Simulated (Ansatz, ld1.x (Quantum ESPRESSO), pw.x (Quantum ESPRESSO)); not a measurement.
rhenium (Re) (sc): variants of one PAW potential in the solid

ld1.x (Quantum ESPRESSO) 7.5 input, shortened:

```
&input
   title='Re', zed=75., rel=1, dft='PBESOL', iswitch=3,
   config='[Xe] 4f14 5d5 6s1 6p1'
 /
 &inputp
   pseudotype=3, lpaw=.true., tm=.true., lloc=-1, rcloc=2.55,
   nlcc=.true., new_core_ps=.true., rcore=1.15,
   which_augfun='BESSEL', rmatch_augfun=1.65
 /
6
6S  1  0   1.00   0.00  1.75  2.35  0.0
6S  1  0   0.00  -0.20  1.75  2.35  0.0
6P  2  1   1.00   0.00  2.50  2.90  0.0
6P  2  1   0.00   0.45  2.50  2.90  0.0
5D  3  2   5.00   0.00  2.25  2.70  0.0
5D  3  2   0.00   2.00  2.25  2.70  0.0
 &test
   configts(1)='5d5 6s1 6p1'
 /
```

Crystal test: sc Re in pw.x 7.5, no spin, 13³ k-points, Fermi–Dirac smearing 0.01 Ry, cutoffs set for each file from its atomic test. The reference is all-electron LAPW (Ansatz 0.2.0) with the same functional, mesh and smearing; V0 and B0 come from Birch–Murnaghan fits to the pressures at five volumes. Errors are pseudo minus all-electron; Δ is the rms difference of the E(V) curves that follow from these fits, minima aligned, over ±6 % about the mean V0. Mesh and smearing are coarse, so the numbers serve the comparison and aren't converged zero-temperature values; the lattice is a test structure that the element need not adopt.

All-electron: a0 = 2.555 Å (V0 = 16.67 Å³/atom), B0 = 279.0 GPa.

Base: The largest radius (2.90 bohr) exceeds half the bond length (2.41 bohr), so the spheres overlap, which is one possible source of error among others.

1 further variants are left out: they gave no file fit for a test, a broken result, the same result as the base, or pressures whose basis-set error rivals the error shown.

```tsv
change	cutoffs (Ry)	pw.x	a0 (Å)	a0 error (%)	B0 error (%)	Δ (meV/atom)	mean pressure error (GPa)
base	40/320	converged	2.565	+0.42	-2.2	12.7	+3.56
core correction Bessel-smoothed model core inside 2.62 bohr	40/320	converged	2.566	+0.46	-2.0	13.9	+3.92
waves 6p (bound): rcut 2.50, rcutus 3.32 bohr; 6p channel at 0.45 Ry: rcut 2.50, rcutus 3.32 bohr	40/320	converged	2.561	+0.23	-2.8	6.9	+1.89
wave 6s channel at -0.2 Ry: rcut 1.75, rcutus 2.35 bohr becomes 6s channel at -0.04 Ry: rcut 1.75, rcutus 2.35 bohr	40/320	converged	2.565	+0.42	-2.2	12.7	+3.55
```

**Question.** Give the row for: reference 5d5 6s0.5 6p0.

**Answer.** pw.x: converged; mean pressure error (GPa): +7.91; a0 (Å): 2.579; a0 error (%): +0.94; B0 error (%): -5.7; Δ (meV/atom): 28.0.
